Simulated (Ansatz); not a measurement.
**Pulling the pair apart**

The pair of NH₄⁺ (SMILES [NH4+], atoms 1–5) and CH₂O (SMILES C=O, atoms 6–9), both closed shells, in one local arrangement (a lower one may exist), relaxed at PBE0-D4/def2-TZVP:

| atom | x (Å) | y (Å) | z (Å) |
| --- | --- | --- | --- |
| N1 | -0.1130 | 0.1889 | -1.6392 |
| H2 | 0.4263 | -0.5476 | -2.0938 |
| H3 | -1.0838 | 0.1303 | -1.9485 |
| H4 | 0.2656 | 1.0963 | -1.9110 |
| H5 | -0.0789 | 0.0829 | -0.5805 |
| C6 | 0.1564 | -0.2432 | 2.0569 |
| O7 | -0.3541 | 0.0564 | 1.0030 |
| H8 | -0.3915 | -0.1009 | 2.9995 |
| H9 | 1.1730 | -0.6632 | 2.1136 |

CH₂O is shifted rigidly along the line between the mean atom positions of the two fragments (negative: closer). Counterpoise interaction energies in kcal/mol. Computed with Ansatz 0.2.0 (basis: def2-TZVPPD); correlated methods freeze the cores.

| shift (Å) | HF | wB97M-V | PBE-D4 |
| --- | --- | --- | --- |
| -0.16 | -18.24 | -19.96 | -20.63 |
| -0.08 | -19.79 | -21.20 | -21.77 |
| 0.00 | -20.57 | -21.70 | -22.16 |
| 0.08 | -20.81 | -21.68 | -22.04 |
| 0.19 | -20.53 | -21.06 | -21.30 |
| 0.40 | -18.97 | -18.99 | -19.09 |
| 0.80 | -15.14 | -14.56 | -14.51 |
| 1.61 | -9.59 | -8.79 | -8.52 |

(1) What does CCSD(T) give at these shifts? (An estimate is asked for; the value comes from the calculation.)

T1 diagnostic: at most 0.014.

Results:

(1) The calculation gives: -18.43, -19.81, -20.43, -20.51, -20.03, -18.18, -14.05, -8.51 kcal/mol. For zero shift, CCSD(T) at an estimated basis limit (MP2 extrapolated from triple and quadruple zeta, plus CCSD(T) − MP2 in triple zeta) gives -21.17 kcal/mol. These are counterpoise interaction energies, counted from the two frozen fragments.

For scale, one of the runs: CCSD(T)/def2-TZVPPD, 216 basis functions (an equivalent command: `ansatz run in.yaml --threads 2`). The run took 64 s on 2 CPU threads (shared host), with 3.3 GiB of host memory at its peak.
